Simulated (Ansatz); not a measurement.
Process, species as SMILES: C=CCl → Cl[C-]=C + H+
B3LYP-D3(BJ)/def2-TZVP geometries, fixed; electronic energies without zero-point terms.

The deprotonation energy at CCSD(T) with Ansatz (a first-principles code), in kcal/mol, split into its Hartree-Fock and correlation parts. Cores are frozen. The proton leaves the site shown, which need not be the most acidic. No added dispersion term, no relativity. Functions are those of the species that has most. These sets lack the diffuse functions that anions need.

| basis | X | functions | Hartree-Fock | CCSD(T) |
|---|---|---|---|---|
| cc-pV(D+d)Z | 2 | 66 | 397.81 | 401.36 |
| cc-pV(T+d)Z | 3 | 141 | 396.95 | 396.14 |
| cc-pV(Q+d)Z | 4 | 264 | 395.49 | 392.75 |

Worked estimate of the basis-set limit from each neighbouring pair, with Hartree-Fock from the larger set and the correlation part extrapolated as X^-3.
Correlation parts: X = 2: 3.55, X = 3: -0.81, X = 4: -2.74.
- (2,3): (27·(-0.81) - 8·(3.55))/19 = -2.65; with Hartree-Fock 396.95 the estimate is 394.30 kcal/mol.
- (3,4): (64·(-2.74) - 27·(-0.81))/37 = -4.15; with Hartree-Fock 395.49 the estimate is 391.34 kcal/mol.
The last two estimates differ by 2.96 kcal/mol; the largest set lies 1.41 from the last. Over the last step Hartree-Fock moves by -1.46 and the correlation part by -1.93.
